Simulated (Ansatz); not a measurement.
Reaction (atomization): `C=NCO` → 2 C• + 5 H• + N• + O•

Computed with Ansatz on PBE0-D4/def2-TZVP structures; ΔE is electronic, products minus reactants. CCSD(T)/CBS adds triple-zeta CCSD(T) − MP2 to the extrapolated MP2 energy (def2 sets, frozen cores). This one scheme is used for every species, atoms too. Functionals use def2-TZVPP. No spin–orbit coupling; open shells (•) take unrestricted orbitals. Spin–orbit coupling would lower the free atoms: a little for C, O. One conformer a species, not always the lowest.

| level | ΔE (kJ/mol) |
| --- | --- |
| PBE | 3580.3 |
| MP2/CBS(def2) | 3541.0 |

**Question.** What does CCSD(T)/CBS give? (Estimate.)

**Answer.** Ansatz gave: +3476.4 kJ/mol. The listed levels differ from it by 103.9, 64.6 kJ/mol.

Largest T1 diagnostic among the species: 0.012.

At CCSD(T), def2-SVP lies −192.5 kJ/mol from the extrapolated value and def2-TZVPP −99.5 kJ/mol: correlation converges slowly with the basis, and small sets miss more of it in the bonded molecule than in its fragments. The D4 term adds +19.1 kJ/mol with B3LYP and +9.9 kJ/mol with PBE0; it sums over pairs of atoms, weighted by their polarisabilities, and B3LYP, whose exchange is more repulsive, gets the larger term. From BLYP to BHLYP (50 % exact exchange), in def2-TZVPP and without D4, ΔE moves by −154.3 kJ/mol: exact exchange takes away binding that semilocal exchange gives to molecules.

B3LYP here is the variant with VWN-RPA as its local correlation; programs differ in this.

For atomizations the MP2-based limit and the directly extrapolated one differ by several kJ/mol either way, and by 10 to 25 for some Ge, Se and Sn compounds, so smaller differences from it don't rank the levels.
